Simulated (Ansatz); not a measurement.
Relaxation of C3H5Cl2F (11 atoms, charge 0, multiplicity 1), to a largest force component of 0.02 eV/Å in at most 40 steps.

Theory: Ansatz 0.2.0, UKS PBE-D4/STO-3G.

```xyz
11
Properties=species:S:1:pos:R:3
C 0.150 -1.248 -0.571
C -0.389 -0.204 0.455
C 0.072 1.240 0.268
F -0.354 1.992 1.289
Cl 1.881 1.343 0.378
Cl -0.443 1.956 -1.263
H -0.281 -2.192 -0.358
H -0.184 -0.914 -1.598
H 1.196 -1.273 -0.539
H -0.092 -0.555 1.477
H -1.493 -0.203 0.483
```

**Question.** Where does it end, and by what steps?

**Answer.** The run converged. Limits of this set-up: minimal basis. After 5 steps the energy has fallen by 0.640 eV; Cl6 moved furthest, 0.12 Å.

```
step  energy less start (eV)  largest force component (eV/Å)  accepted
   0                  0.0000                           3.097       yes
   1                 -0.5686                           1.164       yes
   2                 -0.6336                           0.512       yes
   3                 -0.6393                           0.184       yes
   4                 -0.6401                           0.044       yes
   5                 -0.6401                           0.006       yes
```

```xyz
11
Properties=species:S:1:pos:R:3
C 0.126 -1.205 -0.585
C -0.415 -0.246 0.506
C 0.084 1.243 0.330
F -0.397 2.079 1.301
Cl 1.985 1.284 0.379
Cl -0.470 1.899 -1.368
H -0.263 -2.224 -0.404
H -0.199 -0.866 -1.586
H 1.231 -1.229 -0.557
H -0.090 -0.576 1.517
H -1.526 -0.216 0.489
```

Whether the end is a true minimum wasn't checked by a vibrational analysis.

The run took 31 s on 1 CPU thread of a shared host.
